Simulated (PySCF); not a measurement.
## From computed data to an observable: oscillator strength and radiative lifetime

1-chloropropane (C3H7Cl), SMILES CCCCl.

Coordinates come from a PBE0-D3(BJ)/def2-SVP optimisation. One conformer was computed; it need not be the lowest.

PySCF 2.14.0 with TDA-LC-ωPBE/def2-SVPD puts the first singlet state with f over 0.02 at 8.86 eV (vertical), with the transition dipole (0.175, -0.108, -0.228) in atomic units.

Task: Find the oscillator strength, the wavelength and the radiative lifetime that this transition would have in vacuum if emission retraced absorption.

Result: 
|μ|² = 0.0943 au, so |μ| = 0.78 D. ΔE = 8.86/27.211 = 0.3256 hartree. f = (2/3) ΔE |μ|² = 0.020 (the program prints 0.020).
λ = 1239.84/8.86 = 140 nm; ν = 71461 cm⁻¹.
Einstein's coefficient A = 0.6670 ν² f s⁻¹ (ν in cm⁻¹) = 7.0e7 s⁻¹, so τ = 1/A = 14 ns. This state is S3; the lower singlets have f = 0.001, 0.002. The figure is the radiative limit of this one transition; relaxation, internal conversion, crossing to triplets and a medium change what is measured.
